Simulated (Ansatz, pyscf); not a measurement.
H₂B–PH₂ + water (H₂O) -> PH₃ + H₂B–OH, a four-centre exchange on the singlet surface: B–P, H–O broken, H–P, B–O formed. Structures and frequencies: ωB97X-D3(BJ)/def2-SVP in PySCF. Wave-function energies: Ansatz (a quantum-chemistry and plane-wave program), frozen core, RHF or UHF references. In kJ/mol, from the separated reactants.

Cost: rough CPU time of the saddle's run relative to CCSD(T)/cc-pV(D+d)Z, from one job on a shared machine, with the HF step and its search for lower states.

```csv
level,barrier,reaction energy,cost
ωB97X-D3(BJ)/def2-TZVP,47.89,-115.08,–
ωB97M-D3(BJ)/def2-TZVP,44.23,-124.72,–
CCSD(T)/cc-pV(D+d)Z,51.18,-135.97,1
CCSDT(Q)/cc-pV(D+d)Z,50.55,-135.37,200
CCSD(T)/cc-pV(T+d)Z,52.02,-121.93,12
CCSD(T)/cc-pV(Q+d)Z,56.42,-115.85,–
```

In cc-pV(D+d)Z, going from CCSD(T) to CCSDT(Q) shifts the barrier by -0.63 and the reaction energy by +0.60 kJ/mol. With HF in the quadruple-zeta basis and the correlation energy extrapolated as X⁻³ from X = 3, 4, CCSD(T) gives 56.64 and -113.40; adding the double-zeta shift gives ΔE‡ = 56.01 and ΔE = -112.80 kJ/mol, without core correlation, relativity or geometry relaxation at these levels. On the reactant side the descent ends in an adduct with a B–O contact, 52.88 kJ/mol under the separated species and 100.77 kJ/mol under the saddle at ωB97X-D3(BJ)/def2-TZVP. What is counted as formed (B–O) is already present as a longer contact in the reactant adduct; forming that adduct is a step of its own. The products may also form a dative adduct at H₂B–OH; it and routes through it were not searched. One saddle was located; it need not be the lowest between these sides.
